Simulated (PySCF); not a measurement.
## AsH2⁺, singlet: reading a ladder of total energies

Geometry: a PBE0/def2-TZVP stationary point for this spin, not checked as a minimum.

```xyz
3

As    0.0000   -0.0281    0.0000
H     0.0000    1.0446   -1.0909
H     0.0000    1.0446    1.0909
```

Basis cc-pVDZ; PySCF 2.14.0. Only valence electrons are correlated (noble-gas cores and the filled d shells of p-block atoms frozen), which leaves 6 electrons in 23 orbitals. Prefix R: restricted or restricted open-shell reference. No spin–orbit coupling is included, and no scalar relativity.

Full CI is exact within this basis and frozen core; it isn't the basis-set limit.

RCCSD has a T1 diagnostic of 0.012 and a largest doubles amplitude of 0.09.

```csv
level,total energy (hartree)
RHF,-2234.982169
RMP2,-2235.071169
RCCSD,-2235.098079
RCCSD(T),-2235.100199
RCCSDT,-2235.100697
RCCSDT(Q),-2235.100790
full CI,-2235.100814
```

Task: What is the correlation energy at full CI, and what share of it do RMP2 and RCCSDT recover?

Result: E(corr) = -2235.100814 − (-2234.982169) = -0.118645 hartree = -3.228 eV. RMP2: -0.089000 / -0.118645 = 75.01 %. RCCSDT: -0.118528 / -0.118645 = 99.90 %.

Task: By how many kcal/mol does RCCSD(T) miss full CI (1 hartree = 627.509 kcal/mol), and which steps make up the rest?

Result: -2235.100199 − (-2235.100814) = 0.000615 hartree = 0.39 kcal/mol. Steps: RCCSDT − RCCSD(T) = -0.31, RCCSDT(Q) − RCCSDT = -0.06, full CI − RCCSDT(Q) = -0.02 kcal/mol. That is within 1 kcal/mol of the reference in this basis, which itself misses far more of the correlation at the basis-set limit.
